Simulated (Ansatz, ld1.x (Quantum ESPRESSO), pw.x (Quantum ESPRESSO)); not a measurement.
What a changed setting does to a pw.x run (bcc Al)

Potential: norm-conserving Troullier–Martins (Kleinman–Bylander form), ld1.x (Quantum ESPRESSO) 7.5, PBEsol; core [Ne], reference 3s2 3p1; waves: 3p (bound): rc 2.95 bohr; 3d channel at 0.05 Ry: rc 2.65 bohr; 3s (bound): rc 1.45 bohr; local part: the s channel; core correction: Bessel-smoothed model core inside 1.20 bohr.

The reference run (k-mesh 14³, cutoffs 85/340 Ry, Fermi–Dirac 0.01 Ry, mixing_beta 0.4, conv_thr 1e-9, no spin) gives -0.82 GPa at 16.575 Å³/atom, where all-electron LAPW gives 0.16 GPa. This run, with its own iteration cap, changes k-mesh points per axis to 20.

```
&control
  calculation='scf', prefix='x', pseudo_dir='./', outdir='./tmp', tstress=.true., disk_io='none'
/
&system
  ibrav=0, nat=1, ntyp=1, ecutwfc=85, ecutrho=340, nbnd=8,
  occupations='smearing', smearing='fd', degauss=0.01
/
&electrons
  conv_thr=1e-09, mixing_beta=0.4, electron_maxstep=50
/
ATOMIC_SPECIES
Al 1.0 Al.UPF
CELL_PARAMETERS angstrom
  -1.60619344 1.60619344 1.60619344
  1.60619344 -1.60619344 1.60619344
  1.60619344 1.60619344 -1.60619344
ATOMIC_POSITIONS crystal
Al 0.0000 0.0000 0.0000
K_POINTS automatic
20 20 20 0 0 0
```

```bash
pw.x < Al.scf.in > Al.scf.out
```

How does the run end?

It converges in 6 iterations; the free energy moves by +3.7 meV/atom and the pressure by -0.09 GPa.

```
Message from routine setup:
     using ibrav=0 with symmetry is DISCOURAGED, use correct ibrav instead
     lattice parameter (alat)  =       5.2572  a.u.
     unit-cell volume          =     111.8536 (a.u.)^3
     number of electrons       =         3.00
     number of Kohn-Sham states=            8
     kinetic-energy cutoff     =      85.0000  Ry
     charge density cutoff     =     340.0000  Ry
     scf convergence threshold =      1.0E-09
     Exchange-correlation= PBESOL
     number of k points=   256  Fermi-Dirac smearing, width (Ry)=  0.0100
     iteration #  1     ecut=    85.00 Ry     beta= 0.40
     total energy              =     -11.29562323 Ry
     estimated scf accuracy    <       0.00640302 Ry
     iteration #  2     ecut=    85.00 Ry     beta= 0.40
     total energy              =     -11.29459946 Ry
     estimated scf accuracy    <       0.00197047 Ry
     iteration #  3     ecut=    85.00 Ry     beta= 0.40
     total energy              =     -11.29471529 Ry
     estimated scf accuracy    <       0.00000162 Ry
     iteration #  4     ecut=    85.00 Ry     beta= 0.40
     total energy              =     -11.29471986 Ry
     estimated scf accuracy    <       0.00000042 Ry
     iteration #  5     ecut=    85.00 Ry     beta= 0.40
     total energy              =     -11.29471983 Ry
     estimated scf accuracy    <       0.00000012 Ry
     iteration #  6     ecut=    85.00 Ry     beta= 0.40
     the Fermi energy is     7.7985 ev
!    total energy              =     -11.29471984 Ry
     estimated scf accuracy    <          5.5E-10 Ry
     smearing contrib. (-TS)   =      -0.00192019 Ry
     The total energy is F=E-TS. E is the sum of the following terms:
     one-electron contribution =       2.96696134 Ry
     hartree contribution      =       0.00454654 Ry
     xc contribution           =      -8.86888185 Ry
     ewald contribution        =      -5.39542568 Ry
     convergence has been achieved in   6 iterations
          total   stress  (Ry/bohr**3)                   (kbar)     P=       -9.12
     Message from routine punch:
     Nothing written, as per user request (disk_io='none')
```

The run took about 17 s on one core of a shared host (Neoverse-V2, 32 threads, 247 GiB, load 44).
